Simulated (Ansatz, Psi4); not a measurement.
Exact exchange and the HOMO–LUMO gap of C2H4 (ethylene)

C2H4: 6 atoms, total charge 0, spin state singlet. SMILES: `C=C`. The shape is that of a PBE0-D4/def2-TZVP optimisation.

The HOMO–LUMO gap y, in eV, basis def2-TZVP; a is the functional's share of exact exchange. Programs: Ansatz 0.2.0, Psi4 1.11.

```
functional  program     a  y (eV)
      BLYP   Ansatz     0    5.78
    r2SCAN   Ansatz     0    6.32
     TPSSh     Psi4   0.1       ?
     B3LYP   Ansatz   0.2    7.54
      PBE0   Ansatz  0.25    8.04
   r2SCAN0   Ansatz  0.25    8.35
     BHLYP   Ansatz   0.5   10.11
```

Task: Fit y = c + s·a to the known rows and predict TPSSh.

Result: 
1. Means of the 6 rows: a = 0.2000, y = 7.690.
2. Σ(Δa)² = 0.175, Σ(Δa·Δy) = 1.4325, so the slope is 1.4325/0.175 = 8.1857.
3. Intercept: 7.690 − (8.1857) × 0.2000 = 6.053. The largest residual of the fit is 0.27.
4. TPSSh: 6.053 + (8.1857) × 0.1 = 6.87 eV.

The run gave 6.92 eV, so the prediction is off by -0.05 eV, within the largest residual. Exact exchange lowers occupied levels and raises empty ones. The rows mix families of semi-local functionals, which the line can't see.
